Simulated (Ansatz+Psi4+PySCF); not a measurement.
A calculation with PySCF 2.14.0.

```python
from pyscf import gto, scf, mp

mol = gto.M(atom="""
N 0.116490 0.000000 0.000000
H -0.271810 0.939730 0.000000
H -0.271810 -0.469860 0.813830
H -0.271810 -0.469860 -0.813830
""", basis='cc-pvtz', charge=0, spin=0)
mf = scf.RHF(mol)
mf.kernel()
pt = mp.MP2(mf, frozen=1).run()
print(mf.e_tot, pt.e_corr, pt.e_tot)
```

The script is written out from the run's settings.

Results

```
Converged                       : yes
Reference energy                : -56.21749 hartree
Correlation energy              : -0.23541 hartree
Total energy                    : -56.45290 hartree
Spin squared of the determinant : 0.000
```
